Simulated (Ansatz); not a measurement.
CH₂F₂OS₂, SMILES OC(F)(F)SS, a ranking of conformers

With the Python package of Ansatz (0.2.0).

Typed at the interpreter:
```pycon
>>> import ansatz as az
>>> from rdkit import Chem
>>> from rdkit.Chem import AllChem
>>> rd = Chem.AddHs(Chem.MolFromSmiles("OC(F)(F)SS"))
>>> ids = list(AllChem.EmbedMultipleConfs(rd, numConfs=20, randomSeed=246, pruneRmsThresh=0.4))
>>> field = [energy for _, energy in AllChem.MMFFOptimizeMoleculeConfs(rd)]
>>> distinct = {round(e, 2): i for i, e in zip(ids, field)}
>>> chosen = sorted(distinct.items())[:3]
>>> found = []
>>> for force_field, index in chosen:
...     ch2f2os2 = az.Crystal.molecule()
...     for atom, xyz in zip(rd.GetAtoms(), rd.GetConformer(index).GetPositions()):
...         ch2f2os2 = ch2f2os2.atom(atom.GetSymbol(), xyz.round(5).tolist())
...     job = (
...         ch2f2os2.calculation()
...         .basis(gaussian="cc-pVDZ")
...         .functional("pbe")
...         .accuracy("high")
...     )
...     found.append(job.run().report["free_energy_ev"])
...
>>> print("conformer   MMFF (kcal/mol)   this level (kcal/mol)")
conformer   MMFF (kcal/mol)   this level (kcal/mol)
>>> for (force_field, index), e in zip(chosen, found):
...     print(f"{index:9d} {force_field - chosen[0][0]:17.2f} {23.060548 * (e - min(found)):17.3f}")
...
        3              0.00             1.333
        1              0.83             0.000
```

What to keep in mind:
- These settings explore the input space; basis and method may be short of convergence.
- The conformers keep their force-field geometries.
- Timing: 20 s on 1 thread of Arm Neoverse V1, with other jobs on the host, peak memory 0.43 GiB.
